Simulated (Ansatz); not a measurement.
Reaction (formal exchange of groups at a C–N bond): `CN1COC1F` + `C[SiH3]` → `CC[SiH3]` + `FC1NCO1`

Gas-phase electronic energies from Ansatz, PBE0-D4/def2-TZVP geometries. CBS: MP2 limit from def2 TZ/QZ plus the TZ coupled-cluster correction, frozen cores. This one scheme is used for every species.

`CN1COC1F`:

Cartesian coordinates in Å:
```
C 0.337 1.080 -0.904
N 0.490 0.123 0.161
C 0.296 -1.300 -0.074
O -0.486 -1.391 1.125
C -0.495 -0.002 1.195
F -1.730 0.509 0.854
H -0.602 0.966 -1.463
H 1.174 0.977 -1.597
H 0.373 2.089 -0.492
H 1.202 -1.910 -0.017
H -0.288 -1.550 -0.971
H -0.269 0.408 2.183
```

`C[SiH3]`:

```xyz
8

C    -0.771    0.612   -0.072
Si    0.690   -0.548    0.064
H    -1.689    0.056   -0.276
H    -0.622    1.331   -0.880
H    -0.912    1.169    0.857
H     0.484   -1.528    1.164
H     1.939    0.211    0.346
H     0.881   -1.304   -1.203
```

`CC[SiH3]`:

Z-matrix (Å, degrees):
```
C
C 1 1.526
H 1 1.093 2 111.4
H 1 1.093 2 111.6 3 120.1
H 1 1.093 2 111.4 3 -119.8
Si 2 1.876 1 113.4 3 59.9
H 2 1.095 1 110.5 3 -178.6
H 2 1.095 1 110.5 3 -61.7
H 6 1.489 2 110.4 1 -59.6
H 6 1.489 2 110.4 1 59.7
H 6 1.489 2 111.1 1 -180.0
```

`FC1NCO1`:

Z-matrix (Å, degrees):
```
C
N 1 1.434
F 1 1.358 2 113.8
O 1 1.399 2 93.1 3 -115.3
H 1 1.097 2 118.2 3 125.2
C 2 1.462 1 86.5 3 121.8
H 2 1.010 1 115.7 3 -120.2
H 6 1.096 2 115.4 1 108.3
H 6 1.094 2 114.9 1 -121.5
```

```csv
species,CCSD(T)/CBS(def2) energy (Eh)
`CN1COC1F`,-347.38210
`C[SiH3]`,-330.73916
`CC[SiH3]`,-369.99568
`FC1NCO1`,-308.12770
```

Work out ΔE.

ΔE = (-369.99568) + (-308.12770) − (-347.38210) − (-330.73916) = -0.00212 Eh = -5.6 kJ/mol.

Largest T1 diagnostic among the species: 0.012.
